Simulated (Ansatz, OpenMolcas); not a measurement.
How methods differ on CH3AlO (SMILES [CH3][Al]=[O])

CH3AlO: 6 atoms, total charge 0, spin state singlet. SMILES: `[CH3][Al]=[O]`. Geometry: relaxed at PBE0-D4/def2-TZVP.

```xyz
6

C    -0.4125    0.4982   -0.3154
Al    0.6967   -0.8414    0.5325
O     1.6117   -1.9463    1.2321
H     0.0652    1.4791   -0.2639
H    -1.3836    0.5609    0.1808
H    -0.5774    0.2494   -1.3661
```

Quantity: the vertical electron affinity (to the doublet anion), in eV. The values are calculated.

The electron affinity is E(neutral) − E(anion): positive where the electron is bound.

```
             level                   kind     program  value (eV)  CPU time (all runs)
    HF/aug-cc-pVDZ           Hartree–Fock      Ansatz       -0.20                 30 s
  BLYP/aug-cc-pVDZ                    GGA      Ansatz        0.30                 56 s
revPBE/aug-cc-pVDZ                    GGA      Ansatz        0.32                 35 s
 M06-L/aug-cc-pVDZ               meta-GGA  OpenMolcas       -0.18              5.5 min
  TPSS/aug-cc-pVDZ               meta-GGA  OpenMolcas        0.25              3.3 min
 B3LYP/aug-cc-pVDZ          global hybrid      Ansatz        0.37                 50 s
 BHLYP/aug-cc-pVDZ          global hybrid  OpenMolcas        0.19              1.7 min
  CCSD/aug-cc-pVDZ  coupled cluster or CI      Ansatz        0.15              1.8 min
```

Where it was recorded, the anion's HOMO is positive in HF/aug-cc-pVDZ, BLYP/aug-cc-pVDZ, revPBE/aug-cc-pVDZ, M06-L/aug-cc-pVDZ, TPSS/aug-cc-pVDZ, B3LYP/aug-cc-pVDZ, BHLYP/aug-cc-pVDZ: a fault of the level (basis or self-interaction), which says nothing on whether the real anion is bound. The values span -0.20 to 0.37 eV. The second state's dipole differs much between rows, so they may not all be the same state. The levels disagree on the sign; a negative value means an electron held by the basis alone. CPU times are rough (shared hosts, several kinds of processor and program).
